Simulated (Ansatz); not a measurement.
A nudged elastic band was laid between two geometries of BClH4O (7 atoms, charge 0, multiplicity 1).

Computed with Ansatz, RKS B3LYP/def2-SVPD.

| Property | Result |
| --- | --- |
| movable images | 7 |
| climbing image | yes |
| spring | 5.0 eV/Å² |
| optimiser | quadratic models (default) |
| start path | through a guess of the saddle point |
| force threshold | 0.05 eV/Å |
| iteration limit | 60 |
| end points | relaxed |

Image 0:

```xyz
7
Properties=species:S:1:pos:R:3
B 0.001 0.011 0.168
H -0.376 -0.777 0.995
Cl 1.717 -0.368 -0.465
H -0.750 0.356 -0.707
O 0.214 1.408 1.052
H 0.606 2.092 0.484
H 0.846 1.243 1.770
```

Image 8:

```xyz
7
Properties=species:S:1:pos:R:3
B 0.201 0.721 -0.484
H 0.069 -0.831 2.488
Cl 1.679 -0.158 -0.970
H -0.861 0.211 -0.680
O 0.281 1.929 0.091
H 1.176 2.269 0.218
H -0.287 -0.175 2.635
```

(1) Which bonds break or form, and what moves?

(2) Give the energies along the band, and the barrier.

(3) What is the geometry of the highest image?

(4) What are the harmonic wavenumbers there?

Answers

(1) Bonds broken: B1–H2, O5–H7. Bonds formed: H2–H7. BClH4O becomes BClH2O + H2.

(2) The run converged. The highest image is number 4 of 0 to 8, 1.17 eV above the first end and 1.92 eV above the last; the last end lies 0.76 eV below the first. A vibrational analysis at the climbing image gives one clearly imaginary mode, 1462i cm⁻¹: a first-order saddle point. The orbitals stay closed-shell, which can raise the energy where a bond breaks towards radicals; this wasn't checked here.

| image | path coordinate (Å) | energy (eV) | B1–H2 (Å) | O5–H7 (Å) | H2–H7 (Å) |
| --- | --- | --- | --- | --- | --- |
| 0 | 0.00 | 0.00 | 1.20 | 0.97 | 2.49 |
| 1 | 0.58 | 0.02 | 1.20 | 0.97 | 2.35 |
| 2 | 1.16 | 0.05 | 1.21 | 0.97 | 2.40 |
| 3 | 1.74 | 0.30 | 1.22 | 0.98 | 1.70 |
| 4 | 2.32 | 1.17 | 1.35 | 1.27 | 1.04 |
| 5 | 2.92 | -0.02 | 1.84 | 1.88 | 0.77 |
| 6 | 3.53 | -0.61 | 2.39 | 2.39 | 0.76 |
| 7 | 4.13 | -0.74 | 2.87 | 2.88 | 0.76 |
| 8 | 4.74 | -0.76 | 3.36 | 3.35 | 0.76 |

(3) 
```xyz
7
Properties=species:S:1:pos:R:3
B 0.116 0.275 0.099
H -0.134 -0.367 1.263
Cl 1.700 -0.348 -0.544
H -0.853 0.155 -0.594
O 0.237 1.672 0.766
H 1.165 1.939 0.840
H 0.028 0.637 1.468
```

(4) 1462i, 302, 434, 682, 751, 844, 955, 1019, 1103, 1250, 1341, 2013, 2140, 2657, 3796 cm⁻¹.

The run took 100 s on 2 threads of Arm Neoverse V2, on a shared host, peak memory 0.22 GiB.
